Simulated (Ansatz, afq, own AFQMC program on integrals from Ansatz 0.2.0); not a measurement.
Integrals from Ansatz 0.2.0, then the random walk in our own AFQMC program (afq).

```yaml
crystal:
  periodic: [false, false, false]
  atoms:
    - {symbol: N, position_ang: [0.000000, -0.172031, 0.548148]}
    - {symbol: C, position_ang: [0.000000, 0.195022, -0.621447]}
    - {symbol: H, position_ang: [0.000000, 0.535251, 1.282826]}
    - {symbol: H, position_ang: [0.000000, -0.468538, -1.494872]}
basis:
  gaussian: {orbitals: cc-pVDZ}
total_charge: 1
magnetization: {spin_polarized: true, initial_magnetization: 2}
correlation: {method: ccsd_t, electrons: outside_noble_gas, hamiltonian_folder: ham}
```

```sh
$ ansatz run in.yaml --threads 1 --pin off --events-out ev --progress --plain --max-ram 1382MiB
```

Options of the walk:

```
--method phaseless --trial cisd --walkers 60 --populations 1 --least-time 40 --time-step 0.005 --steps-per-block 50 --equilibration-blocks 28 --max-blocks 300 --target-error 0.00038 --factor-cut 1e-05 --start spin_pure --seed 55 --release-times 0.24,0.51,0.99,1.62,2.4 --release-step 0.03 --release-every 4 --taylor-order 6
```

Times are imaginary, in 1/Eh. The walk had a cap of 1086 s.

Log:

```
orbitals 36  electrons 6 4  factors 284 of 355
reference energy -93.01035475 Eh
CCSD correlation -0.24414131 Eh in 15 cycles, weight of the determinant in the CISD state 0.8902
energy of the start -93.254222 Eh
 block  time / (1/Eh)  mean weight  energy / Eh
     1     0.250  0.9996  -93.252128
     2     0.500  0.9979  -93.254992
     3     0.750  1.0001  -93.254237
     4     1.000  1.0019  -93.259666
     5     1.250  0.9974  -93.255645
     7     1.750  1.0002  -93.264527
     9     2.250  0.9996  -93.262484
    17     4.250  0.9987  -93.260193
    33     8.250  0.9989  -93.262512
    49    12.250  1.0024  -93.262591
    65    16.250  1.0054  -93.267319
    81    20.250  1.0021  -93.274906
    97    24.250  0.9988  -93.264702
   113    28.250  1.0009  -93.256740
   129    32.250  1.0011  -93.270887
   145    36.250  1.0005  -93.262079
   161    40.250  0.9995  -93.267140
   177    44.250  0.9973  -93.259329
   193    48.250  0.9988  -93.259951
   209    52.250  0.9968  -93.272863
   225    56.250  0.9990  -93.257968
   241    60.250  0.9992  -93.259950
   257    64.250  1.0003  -93.256588
   273    68.250  0.9995  -93.254080
   289    72.250  1.0028  -93.277868
   305    76.250  0.9978  -93.263603
   321    80.250  1.0001  -93.269208
blocks merged  error / Eh  count
     1  0.000279  300
     2  0.000343  150
     4  0.000401  75
     8  0.000438  37
    16  0.000504  18
    32  0.000529  9
released: time / (1/Eh)  energy / Eh  error  mean overlap
  0.24  -93.263624  0.000447  0.9961
  0.51  -93.263318  0.000491  1.0017
  0.99  -93.263809  0.000564  1.0007
  1.62  -93.263853  0.000474  0.9844
  2.40  -93.264597  0.000625  0.9791
energy -93.263011 +/- 0.000504 Eh
(rows thinned)
```

The run passed its tests (sampling time, drift between the halves within three errors, error under three times the target), which doesn't prove that it has relaxed.

Against this walk (error 13.7 meV) on the same determinant: CCSD(T) 12.1 meV higher (within the noise), CCSDT(Q) 81.1 meV lower. The error is statistical and leaves out the bias of the constraint. None of these is a sure reference here. The released energies are still falling (meV from the phaseless value at times in 1/Eh: -17 ± 12 at 0.24, -8 ± 13 at 0.51, -22 ± 15 at 0.99, -23 ± 13 at 1.62, -43 ± 17 at 2.40), so they give no level.

Cautions: constraint bias not in the error; error above the target (13.7 against 10.3 meV); another spin lies lower; the search met a lower determinant of the same kind, perhaps of another symmetry (31 meV lower), and this one is a saddle point.

The walk took 4.5 min on 1 thread of Intel(R) Xeon(R) 6975P-C (Granite Rapids) (shared host). The log's last line is the phaseless energy.

CCSDT and higher add their correlation energy to the determinant of the CCSD(T) run, since their own runs factorise the integrals more tightly (a shift of under 2 meV). A walk keeps the symmetry of its determinant, which the program's search chose and which needn't be the lowest solution, so a lower state of the same spin and another symmetry isn't excluded.
